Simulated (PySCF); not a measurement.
# Relaxation of singlet H₂SO₂

Level of theory: PySCF, PBE0, basis S def2-TZVP, O def2-TZVP, H def2-TZVP (no relativity, density fitting). A (50,194) grid was used.

A start displaced from a saddle point along its imaginary mode, of C2v symmetry, held to at least that symmetry:

```xyz
5
charge 0 multiplicity 1, angstrom
S     0.0000    0.0000   -0.0156
O     0.0000    1.4829    0.0231
O     0.0000   -1.4829    0.0231
H     1.3748    0.0000   -0.1200
H    -1.3748    0.0000   -0.1200
```

Optimiser trace:
```json
{"step": "0", "E − E(last) (kJ/mol)": "300.63", "largest gradient (Eh/bohr)": "0.01227"}
{"step": "1", "E − E(last) (kJ/mol)": "290.46", "largest gradient (Eh/bohr)": "0.01262"}
{"step": "2", "E − E(last) (kJ/mol)": "262.44", "largest gradient (Eh/bohr)": "0.01866"}
{"step": "3", "E − E(last) (kJ/mol)": "205.38", "largest gradient (Eh/bohr)": "0.03028"}
{"step": "4", "E − E(last) (kJ/mol)": "130.33", "largest gradient (Eh/bohr)": "0.03954"}
{"step": "5", "E − E(last) (kJ/mol)": "34.98", "largest gradient (Eh/bohr)": "0.03561"}
{"step": "6", "E − E(last) (kJ/mol)": "26.42", "largest gradient (Eh/bohr)": "0.06116"}
{"step": "7", "E − E(last) (kJ/mol)": "13.83", "largest gradient (Eh/bohr)": "0.06354"}
{"step": "8", "E − E(last) (kJ/mol)": "11.69", "largest gradient (Eh/bohr)": "0.03992"}
{"step": "9", "E − E(last) (kJ/mol)": "0.89", "largest gradient (Eh/bohr)": "0.00408"}
{"step": "10", "E − E(last) (kJ/mol)": "0.31", "largest gradient (Eh/bohr)": "0.00372"}
{"step": "11", "E − E(last) (kJ/mol)": "0.01", "largest gradient (Eh/bohr)": "0.00043"}
{"step": "12", "E − E(last) (kJ/mol)": "0.00", "largest gradient (Eh/bohr)": "0.00006"}
```

It ends at C2v with S–H 1.364 Å (×2), S–O 1.429 Å (×2); H–S–H 99.2°, H–S–O 108.0° (×4), O–S–O 123.0°. A frequency run shows a minimum. Other isomers or separated fragments may lie lower.
